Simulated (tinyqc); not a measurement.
Worked calculation: harmonic frequencies on the unrestricted LDA (VWN5)/sto-3g surface (energies and gradients from PySCF), for CH2, spin multiplicity 3. One step of it, computed by the program tinyqc.

Question. Normal modes. Diagonalise H_ij / sqrt(m_i m_j); the 6 smallest eigenvalues belong to translations and rotations; wavenumber = sqrt(eigenvalue / 1822.888) x 219474.63; each mode has its largest component positive (the first on a tie); zero-point energy = sum of wavenumbers / 2, with 349.755 1/cm per kcal/mol.

Hessian (symmetrised) (hartree/bohr^2), lower triangle:
```
             1Cx          1Cy          1Cz          2Hx          2Hy          2Hz          3Hx          3Hy
1Cx   0.00050715
1Cy  -0.01415535   0.67850880
1Cz  -0.00645288  -0.00082909   0.21480712
2Hx  -0.00043779   0.01212777   0.00586821   0.00042694
2Hy   0.01090880  -0.33950458  -0.12660656  -0.01155053   0.34098721
2Hz   0.00671205  -0.16702184  -0.10696588  -0.00591666   0.14679970   0.09457871
3Hx  -0.00006901   0.00203035   0.00058507   0.00001101   0.00063948  -0.00079584   0.00005750
3Hy   0.00324722  -0.33899408   0.12743507  -0.00057777  -0.00148727   0.02021891  -0.00266997   0.34047583
3Hz  -0.00025949   0.16785104  -0.10784750   0.00004883  -0.02019294   0.01239024   0.00021071  -0.14765429

            3Hz
3Hz  0.09546044
```

masses (u): 1C 12.000000, 2H 1.007825, 3H 1.007825

Give: eigenvalues of the mass-weighted Hessian; harmonic wavenumbers of the vibrations; mass-weighted modes; zero-point energy.

Answer.

eigenvalues of the mass-weighted Hessian (hartree/(bohr^2 u)): 0.0000  0.0000  0.0000  0.0000  0.0000  0.0000  0.0585  0.4058  0.4754

harmonic wavenumbers of the vibrations (1/cm): 1243.5  3274.5  3544.3

mass-weighted modes:
```
      mode 1   mode 2   mode 3
1Cx   0.0103   0.0050   0.0072
1Cy  -0.0003  -0.0001  -0.3449
1Cz  -0.3411  -0.1653   0.0005
2Hx  -0.0113  -0.0219  -0.0213
2Hy  -0.3079   0.6364   0.5953
2Hz   0.5890   0.2843   0.2928
3Hx  -0.0242   0.0047  -0.0036
3Hy   0.3089  -0.6359   0.5948
3Hz   0.5880   0.2862  -0.2946
```

zero-point energy = 11.5257 kcal/mol
